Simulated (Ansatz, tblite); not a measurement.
# The cluster PtS2: rung by rung

Aim: run the singlet of the cluster PtS2 at one geometry on many levels, and compare frontier levels, spin and run time.

Program: Ansatz 0.2.0, Gaussian basis. Level of theory: as each input shows. These are calculated values, not measurements.

The runs, in order: GFN1-xTB, GFN2-xTB, PBE-D4/def2-TZVP, r2SCAN-D4/def2-TZVP, HSE06-D4/def2-TZVP, LC-ωPBE/def2-TZVP, B97M-V/def2-TZVP, ωB97X-V/def2-TZVP, revPBE-D4/def2-TZVP, PBE+5HF/def2-TZVP, PBE+10HF/def2-TZVP, PBE+15HF/def2-TZVP, PBE+35HF/def2-TZVP, PBE+50HF/def2-TZVP, PBE-D4/def2-SVP, PBE0-D4/def2-SVP, PBE0-D4/def2-TZVPD, PBE-D4/def2-TZVPD, r2SCAN-D4/def2-TZVPD, CCSD(T)/def2-TZVPP, MP2/def2-TZVP, RPA/def2-TZVP, CCSD(T)/def2-TZVPD.

## Step 1: The structure

The singlet was relaxed beforehand with r2SCAN-D4/def2-TZVP. At that level it is the lowest of the isomers that a small search found.

3 atoms, charge 0, spin multiplicity 1.

Bond lengths: Pt1–S2 2.073 Å, Pt1–S3 2.073 Å. Angles: S2–Pt1–S3 179.6°.

Geometry (Å):

```xyz
3

Pt    0.0010   -0.0011   -0.0050
S    -1.7717    0.9240   -0.5507
S     1.7707   -0.9230    0.5556
```

Pt takes a core potential in the def2 sets. No spin-orbit coupling is included.

PBE0-D4/def2-TZVP was run before; its log isn't repeated, and its numbers join the tables.

## Step 2: GFN1-xTB

Tight binding, by tblite at 300 K electronic temperature and without a spin-polarisation term:

```python
tblite.interface.Calculator('GFN1-xTB', numbers, positions, charge=0, uhf=0).singlepoint()
```

Energy -318.4271 eV, HOMO -12.09 eV, LUMO -10.65 eV; 0.002 s.

## Step 3: GFN2-xTB

Tight binding, by tblite at 300 K electronic temperature and without a spin-polarisation term:

```python
tblite.interface.Calculator('GFN2-xTB', numbers, positions, charge=0, uhf=0).singlepoint()
```

Energy -299.1965 eV, HOMO -10.78 eV, LUMO -10.30 eV; 0.002 s.

## Step 4: PBE-D4/def2-TZVP

start.molden holds the orbitals of an earlier run on this state, given as this run's starting guess.

Contents of in.yaml:

```yaml
crystal:
  periodic: [false, false, false]
  atoms:
    - {symbol: Pt, position_ang: [0.000987, -0.001074, -0.004960]}
    - {symbol: S, position_ang: [-1.771731, 0.924045, -0.550671]}
    - {symbol: S, position_ang: [1.770744, -0.922961, 0.555631]}
basis:
  gaussian: {orbitals: def2-TZVP, initial_orbitals: start.molden}
hamiltonian: {xc: pbe, dispersion: d4}
scf: {omitted_lower_state_checks: [starts]}
output: {orbitals: {seedname: orbitals}}
```

Started as:

```console
$ ansatz run in.yaml --threads 4 --pin off --events-out ev --progress --plain --max-ram 3916MiB
```

Further steps of the session: r2SCAN-D4/def2-TZVP; HSE06-D4/def2-TZVP; LC-ωPBE/def2-TZVP; B97M-V/def2-TZVP; ωB97X-V/def2-TZVP; revPBE-D4/def2-TZVP; PBE+5HF/def2-TZVP; PBE+10HF/def2-TZVP; PBE+15HF/def2-TZVP; PBE+35HF/def2-TZVP; PBE+50HF/def2-TZVP; PBE-D4/def2-SVP; PBE0-D4/def2-SVP; PBE0-D4/def2-TZVPD; PBE-D4/def2-TZVPD; r2SCAN-D4/def2-TZVPD; CCSD(T)/def2-TZVPP; MP2/def2-TZVP; RPA/def2-TZVP; CCSD(T)/def2-TZVPD.

Q: Predict the results of all the runs planned. Wanted: gap in def2-TZVP, named functionals, smallest and largest; gap over the share of exact exchange; correlation energy, CCSD(T)/def2-TZVPP; correlation energy, MP2/def2-TZVP; correlation energy, CCSD(T)/def2-TZVPD; binding an atom, CCSD(T)/def2-TZVPP; PBE0 total energy, smallest basis above largest.

As calculated:

| quantity | value |
| --- | --- |
| gap in def2-TZVP, named functionals, smallest and largest | 1.40 eV (revPBE-D4), 7.35 eV (LC-ωPBE) |
| gap over the share of exact exchange | 1.41 eV at 0, 4.92 eV at 0.5 |
| correlation energy, CCSD(T)/def2-TZVPP | -28.91 eV |
| correlation energy, MP2/def2-TZVP | -24.73 eV |
| correlation energy, CCSD(T)/def2-TZVPD | -24.40 eV |
| binding an atom, CCSD(T)/def2-TZVPP | 2.544 eV |
| PBE0 total energy, smallest basis above largest | 7.96 eV (def2-SVP, def2-TZVPD) |

In words: Orbital gaps of the named functionals in def2-TZVP span 1.40 eV (revPBE-D4) to 7.35 eV (LC-ωPBE); exact exchange widens it. Raising the share of exact exchange from 0 to 0.5 moves the HOMO by -2.36 eV and the LUMO by +1.16 eV. The functionals in def2-TZVP miss CCSD(T)/def2-TZVPP by -0.525 (LC-ωPBE) to +0.382 eV (PBE-D4) an atom. CCSD(T)/def2-TZVPP isn't at the basis-set limit; small misses against it rank nothing.
